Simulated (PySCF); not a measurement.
# A barrier at the coupled-cluster level

Start structure (BNH₃F, closed shell), relaxed at PBE0-D4/def2-TZVP:

```xyz
6
angstrom
B -0.1997 0.5324 -0.3488
F 0.1455 1.7426 0.1040
N 0.2088 -0.5962 0.3513
H 0.7588 -0.5482 1.1927
H -0.8537 0.4518 -1.3473
H -0.0234 -1.5267 0.0553
```

The step: BNH₃F ([NH2][BH][F]) → BNH₂ ([BH][NH]) + HF; bonds formed: F2–H4; bonds broken: B1–F2, N3–H4. Program: PySCF 2.14 with density fitting (its default auxiliary sets; JK sets also for MP2 and CCSD(T)). Basis: def2-TZVPP and def2-QZVPP. Cores are frozen in the correlated methods. Extrapolation: Hartree–Fock as exp(−7.88 √X), correlation as X^−2.97. Energies below are by CCSD(T) at an estimated basis limit (MP2 extrapolated from triple and quadruple zeta, plus CCSD(T) − MP2 in triple zeta).

Q: What are the electronic barrier and the energy of the step, from the start structure to the end structure? (Judge from chemistry; the value comes from the calculation.)

A: Computed: Barrier 74.75 kcal/mol; step energy 58.87 kcal/mol (uphill); reverse barrier, their difference, 15.88 kcal/mol. Barrier and step energy count from the start structure, the reverse barrier from the end structure.

The saddle point: One imaginary mode of 546i cm⁻¹.
```json
{"pair": "F2–H4", "start (Å)": "2.61", "saddle (Å)": "1.03", "end (Å)": "0.94"}
{"pair": "B1–F2", "start (Å)": "1.34", "saddle (Å)": "1.82", "end (Å)": "3.22"}
{"pair": "N3–H4", "start (Å)": "1.01", "saddle (Å)": "1.51", "end (Å)": "1.89"}
```

Zero-point energy (harmonic, PBE0-D4): ZPE is 26.74 kcal/mol at the start and 22.57 kcal/mol at the saddle, so the barrier goes from 74.75 to 70.58 kcal/mol.

First-order rate constant out of the start structure at 898 K by transition-state theory, with harmonic vibrational free energies alone and no tunnelling: ΔA‡ = 70.54 kcal/mol, so k = (kB T/h) exp(−ΔA‡/kB T) ≈ 10^-4 s⁻¹ (an order of magnitude at best: rotation, the number of equivalent paths and anharmonicity are left out).

T1 diagnostic: at most 0.016.

Labels in which every atom is bracketed show which atoms are joined, not bond orders.

For scale, one of the runs: CCSD(T)/def2-TZVPP, 135 basis functions, launched by `OMP_NUM_THREADS=4 python run.py`. Hardware: 4 CPU threads of an Arm Neoverse V1, shared host. Wall time 58 s; peak host memory 0.77 GiB.
